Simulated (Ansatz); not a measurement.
Input file:

```yaml
crystal:
  periodic: [false, false, false]
  atoms:
    - {symbol: Al, position_ang: [0.000000, 0.000000, 0.000000]}
    - {symbol: H, position_ang: [0.621180, 1.410429, 0.625916]}
    - {symbol: H, position_ang: [-0.624953, -1.407416, 0.628935]}
    - {symbol: H, position_ang: [-0.629895, 1.403521, -0.632699]}
    - {symbol: H, position_ang: [0.633669, -1.406534, -0.622152]}
basis:
  gaussian: {orbitals: aug-cc-pVDZ}
total_charge: 1
correlation: {method: fci, electrons: outside_noble_gas}
```

```sh
$ ansatz run in.yaml --threads 2 --pin off --events-out ev --progress --plain --max-ram 49920MiB --backend cuda --devices 0, --max-vram 37GiB
```

Output:

```
1079 factors; integrals over basis functions are off by at most 2.2e-7 eV
mean field evaluation 1: about -6627.0124 eV, gradient 1.7e1 eV
mean field evaluation 2: about -6627.0119 eV, gradient 1.7e1 eV
mean field evaluation 4: about -6628.7185 eV, gradient 7.8e-1 eV
mean field evaluation 8: about -6628.7234 eV, gradient 1.2e-4 eV
mean field evaluation 16: about -6628.7234 eV, gradient 1.0e-5 eV
mean field evaluation 32: about -6628.7234 eV, gradient 2.5e-2 eV
mean field -6630.03809394 eV, -243.6494059510 hartree, gradient 1.2e-6 eV, S^2 0.000000; 4 other end points of the search recorded, 0 dependent functions left out; unrestricted orbitals would lower it
mean field evaluation 64: about -6633.3182 eV, gradient 7.8e-5 eV
unrestricted determinant -6633.31815211 eV, -243.7699458655 hartree, S^2 1.0682
5 core orbitals not correlated: weight in the atoms' cores, before any rotation towards them, 1.000 or more for the frozen orbitals, at most 0.000 for the correlated occupied ones
reference -6628.72336074 eV, -243.6010903971 hartree; 3, 3 occupied and 55, 55 virtual orbitals, 1079 factors
state -6635.91663782 eV, -243.8654384541 hartree
Total energy: -6635.91663782 eV, -243.8654384541 hartree
```

Ran on 2 threads of AMD EPYC 7R13 with a shared H100 80 GB, shared host: 46 s wall, 1 GiB peak host memory.
